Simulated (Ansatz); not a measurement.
# AlSiH (triplet): wave-function methods side by side, def2-TZVPP

The task here is to estimate one member of a computed series from the others.

Computed with Ansatz 0.2.0, Gaussian basis. Level: def2-TZVPP, core rule «outside noble gas», up to 10 orbitals frozen.

Plan: UHF; ROHF; CCSD(T) on UHF.

2 further runs of the same task are left out: 2 set aside as unsound or not needed.

### The geometry

The geometry is a PBE0/def2-TZVP stationary point (not a proven minimum).

3 atoms, charge 0, spin multiplicity 3.

Atoms are counted from 1 here; the program's logs count them from 0.

Bond lengths: Si1–Al2 2.390 Å, Si1–H3 1.598 Å. Angles: Al2–Si1–H3 57.3°.

Set-up of the first run:

in.yaml reads:

```yaml
crystal:
  periodic: [false, false, false]
  atoms:
    - {symbol: Si, position_ang: [0.000000, -0.035961, 1.165412]}
    - {symbol: Al, position_ang: [0.000000, -0.011793, -1.224879]}
    - {symbol: H, position_ang: [0.000000, 1.317723, 0.315431]}
basis:
  gaussian: {orbitals: def2-TZVPP}
magnetization: {spin_polarized: true, initial_magnetization: 2}
hamiltonian: {xc: hf}
output: {orbitals: {seedname: orbitals}}
```

Run with:

```
$ ansatz run in.yaml --threads 1 --pin off --events-out ev --progress --plain --max-ram 4096MiB --backend cpu
```

Steps of the session up to this table: UHF; ROHF; CCSD(T) on UHF.

One table of the session follows, with a row left open; its other results are not shown here.

| method | from UCCSD(T) (meV) |
| --- | --- |
| ROHF | +5321.7 |
| UHF | +5072.2 |
| UMP2 | ? |
| UCCSD | +261.8 |
| UCCSD(T) | 0 |

Q: Estimate the row for UMP2 from the others.

**Answer.** from UCCSD(T) (meV): +1169.5. In the column «from UCCSD(T) (meV)» it lies between UCCSD (+261.8) and UHF (+5072.2).

With the free atoms at the same levels and basis (separate runs), the atomisation energy is 5.428 eV at UCCSD(T), 3.833 eV at ROHF.
